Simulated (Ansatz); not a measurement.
Computed with Ansatz.

Basis-set series for C3H5FS, SMILES `CC(=S)CF`. Total charge 0; spin multiplicity 1. The geometry is a stationary point of PBE0-D4/def2-TZVP. It is one conformer, not always the lowest.

| functional | basis | functions | energy (Eh) | HOMO (eV) | LUMO (eV) |
| --- | --- | --- | --- | --- | --- |
| PBE0-D4 | def2-SVP | 99 | -614.67861 | -6.50 | -2.04 |
| PBE0-D4 | def2-QZVPP | 448 | -615.09116 | -6.70 | -2.25 |
| ωB97M-V | def2-SVP | 99 | -614.93783 | -8.70 | 0.18 |
| ωB97M-V | def2-QZVPP | 448 | -615.35804 | -8.92 | -0.14 |

Problem. Give the rows for def2-TZVPP. (Best estimate.)

Solution. The calculation gave: 
```
functional       basis  functions  energy (Eh)  HOMO (eV)  LUMO (eV)
   PBE0-D4  def2-TZVPP        236   -615.06744      -6.66      -2.20
   ωB97M-V  def2-TZVPP        236   -615.33530      -8.88      -0.05
```
